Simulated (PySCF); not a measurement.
# Gas-phase XPS of `CC(C)C#P`, computed

Compound: C₄H₇P.
Structure used (GFN2-xTB), in Å, numbered top down from 1:
```
atom  x, y, z in Å
C1    -0.9999   -0.8037    0.4513
C2    -0.1557    0.1266   -0.4271
C3     1.3414   -0.1154   -0.2032
C4    -0.4824    1.5070   -0.1402
P5    -0.8193    2.9806    0.2100
H6    -0.7730   -1.8427    0.2227
H7    -0.7864   -0.6230    1.5028
H8    -2.0604   -0.6316    0.2803
H9    -0.3916   -0.0734   -1.4821
H10    1.6007    0.0762    0.8360
H11    1.9334    0.5445   -0.8338
H12    1.5944   -1.1460   -0.4428
```

Level of theory: delta-SCF UKS SCAN, pcX-2 on the ionised atom, pcseg-1 elsewhere, spin-free X2C in PySCF. Binding energies are ΔSCF values: E(core-ionised, relaxed orbitals) − E(ground state) at a fixed geometry, referred to the vacuum level.

Task: List the computed XPS lines with their assignment.

Result: 
| atom(s) | environment | level | binding energy (eV) | 2p1/2 (eV) | above the level's lowest (eV) | count |
| --- | --- | --- | --- | --- | --- | --- |
| C1/C3 | methyl carbon | C 1s | 290.66 | – | +0.20 | 2 |
| C2 | sp3 CH carbon | C 1s | 291.34 | – | +0.88 | 1 |
| C4 | triply bonded carbon | C 1s | 290.46 | – | 0.00 | 1 |
| P5 | phosphorus bonded to C | P 2p3/2 | 136.07 | 136.96 | 0.00 | 1 |
| P5 | phosphorus bonded to C | P 1s | 2149.51 | – | 0.00 | 1 |

Lowest listed C 1s: C4, bonded to C and P (triple bond). Highest, 0.88 eV above it: C2, bonded to 3 C and H. The widest gap between neighbouring values is 0.68 eV, between 290.66 and 291.34 eV.

Task: Express the binding energy of C 1s of C2 in atomic units and per mole.

Result: 291.34 eV = 10.7065 Eh = 28110 kJ/mol.

Task: Which effective nuclear charge Zeff reproduces each element's mean 1s value in the hydrogen-like formula E = 13.606 eV × Zeff²?

Result: C (Z = 6): mean 290.8 eV, Zeff = 4.62, Z − Zeff = 1.38; P (Z = 15): mean 2149.5 eV, Zeff = 12.57, Z − Zeff = 2.43. Means run over the listed sites, weighted by atom count.

Atoms equivalent by their bonding share one computed value, that of the first of them. Spin contamination (⟨S²⟩ against 0.75 for a pure doublet) is marked for C 1s of C4 (1.00), which makes this value less certain. Spin–orbit coupling isn't in the SCF: each 2p doublet comes from a relaxed spin-free hole plus a matrix of the shell (mean-field spin–orbit coupling and the ground-state 2p splitting), with 2p3/2 averaged over its two sublevels. 2p1/2 minus 2p3/2 (ligand field included): P 0.89 eV. Isolated species at its GFN2-xTB geometry, gas phase.
